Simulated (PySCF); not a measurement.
# Aluminium: highly charged ions in a basis for the neutral atom

Al⁹⁺ [He] 2s2, Al¹⁰⁺ [He] 2s1. Computed with PySCF 2.14 in pcseg-2 (5s4p2d1f, 34 functions), with no relativity, point nucleus. No spin-orbit coupling, so a gap to NIST mixes the basis error with missing relativistic terms.

Changed run: basis of the neutral atom used for a highly charged ion. This setting is unsound on purpose.

```tsv
species	method	sound run (hartree)	changed run (hartree)	converged
Al⁹⁺	UHF	not run	-191.47824	yes
Al⁹⁺	MN15	not run	-191.55501	yes
Al⁹⁺	B3LYP	not run	-191.55297	yes
Al¹⁰⁺	UHF	not run	-177.07062	yes
Al¹⁰⁺	MN15	not run	-177.08722	yes
Al¹⁰⁺	B3LYP	not run	-177.07492	yes
```

Ionisation energy of Al⁹⁺:

```csv
method,changed run (eV),NIST (eV)
UHF,392.05,398.65 ± 0.06
MN15,393.69,398.65 ± 0.06
B3LYP,393.97,398.65 ± 0.06
```

The contracted functions were made for the neutral atom and can be too rigid for a highly charged ion.
